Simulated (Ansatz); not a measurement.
Two shapes of doublet C₂H₂(+).

Shape 1:

```xyz
4

C    -0.3602    0.2646    0.1306
C     0.6594   -0.4576   -0.2014
H    -1.0783   -0.1134    0.8516
H    -0.4951    1.2466   -0.3130
```

Shape 2:

```xyz
4

C    -0.1702    0.3179   -0.3138
C     0.2926   -0.5467    0.5395
H    -0.0954    1.3938   -0.1077
H    -0.6391   -0.0214   -1.2468
```

Basis set: def2-SVP (spherical functions). Correlated methods keep 2 orbitals frozen. Charge 1, multiplicity 2.

Computed with Ansatz (development build ahead of 0.2.0); each method stands on the lowest determinant of its kind that the runs found.

Q: Which shape is lower in energy, and by how much in each method?

A:

```json
{"method": "UHF", "E(2) − E(1) (eV)": "-0.014"}
{"method": "UHF-MP2", "E(2) − E(1) (eV)": "0.354"}
{"method": "PBE0 (unrestricted)", "E(2) − E(1) (eV)": "-0.006"}
```

The methods disagree on the order. Caution for UHF, UHF-MP2: the unrestricted determinant is spin contaminated.
